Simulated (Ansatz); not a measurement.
A nudged elastic band was laid between two geometries of AlH$_{8}$NSi (11 atoms, charge 0, multiplicity 1).

These are results of Ansatz 0.2.0, RKS BLYP/6-31G*, not measurements.

```json
{"movable images": "5", "climbing image": "yes", "spring": "20.0 eV/Å²", "optimiser": "quadratic models (default)", "start path": "through a guess of the saddle point", "force threshold": "0.05 eV/Å", "iteration limit": "60", "end points": "relaxed"}
```

First end point:

```xyz
11
Properties=species:S:1:pos:R:3
Al 0.103 -0.235 -0.019
H -0.207 1.068 0.880
H 1.650 -0.557 -0.346
H -0.989 -0.663 -1.125
N -0.263 -1.746 1.434
H -0.858 -2.452 0.979
Si 1.255 -2.495 2.123
H 1.873 -3.282 1.024
H 2.112 -1.383 2.609
H 0.890 -3.398 3.261
H -0.843 -1.307 2.162
```

Last end point:

```xyz
11
Properties=species:S:1:pos:R:3
Al 0.511 -0.883 -0.518
H -1.796 1.100 2.602
H 1.908 -0.124 -0.593
H -0.728 -0.616 -1.485
N 0.285 -2.149 0.759
H -0.634 -2.608 0.758
Si 1.400 -2.770 1.970
H 1.727 -4.220 1.762
H 2.660 -1.973 1.869
H 0.853 -2.645 3.363
H -1.460 0.439 2.495
```

Problem. Which bonds break or form, and what moves?

Solution. Bonds broken: Al1–H2, N5–H11. Bonds formed: H2–H11. AlH8NSi becomes AlH6NSi + H2.

Problem. Give the energies along the band, and the barrier.

Solution. It converged. The highest image is number 3 of 0 to 6, 1.14 eV above the first end and 1.05 eV above the last; the last end lies 0.09 eV above the first. Another band between the same ends (5 images) ends at a top of the same energy, where a vibrational analysis finds 1 clearly imaginary mode. The orbitals stay closed-shell, which can raise the energy where a bond breaks towards radicals; this wasn't checked here.

```json
{"image": "0", "path coordinate (Å)": "0.00", "energy (eV)": "0.00", "Al1–H2 (Å)": "1.61", "N5–H11 (Å)": "1.03", "H2–H11 (Å)": "2.77"}
{"image": "1", "path coordinate (Å)": "0.65", "energy (eV)": "0.04", "Al1–H2 (Å)": "1.62", "N5–H11 (Å)": "1.03", "H2–H11 (Å)": "2.46"}
{"image": "2", "path coordinate (Å)": "1.30", "energy (eV)": "0.29", "Al1–H2 (Å)": "1.64", "N5–H11 (Å)": "1.04", "H2–H11 (Å)": "1.81"}
{"image": "3", "path coordinate (Å)": "1.96", "energy (eV)": "1.14", "Al1–H2 (Å)": "1.81", "N5–H11 (Å)": "1.40", "H2–H11 (Å)": "1.03"}
{"image": "4", "path coordinate (Å)": "3.19", "energy (eV)": "0.21", "Al1–H2 (Å)": "2.76", "N5–H11 (Å)": "2.55", "H2–H11 (Å)": "0.75"}
{"image": "5", "path coordinate (Å)": "4.43", "energy (eV)": "0.10", "Al1–H2 (Å)": "3.56", "N5–H11 (Å)": "3.35", "H2–H11 (Å)": "0.75"}
{"image": "6", "path coordinate (Å)": "5.67", "energy (eV)": "0.09", "Al1–H2 (Å)": "4.36", "N5–H11 (Å)": "3.57", "H2–H11 (Å)": "0.75"}
```

Problem. What is the geometry of the highest image?

Solution. 
```xyz
11
Properties=species:S:1:pos:R:3
Al 0.063 -0.516 -0.185
H -0.526 0.458 1.228
H 1.545 -0.052 -0.532
H -1.147 -0.627 -1.217
N -0.062 -1.827 1.282
H -0.928 -2.381 1.256
Si 1.257 -2.596 2.189
H 1.945 -3.675 1.407
H 2.251 -1.531 2.515
H 0.732 -3.202 3.454
H -0.406 -0.500 1.585
```

The band took 21 iterations and about 4 core-minutes.

The run took 4.2 min on 1 thread of Arm Neoverse V2 (shared host), peak memory 0.11 GiB.
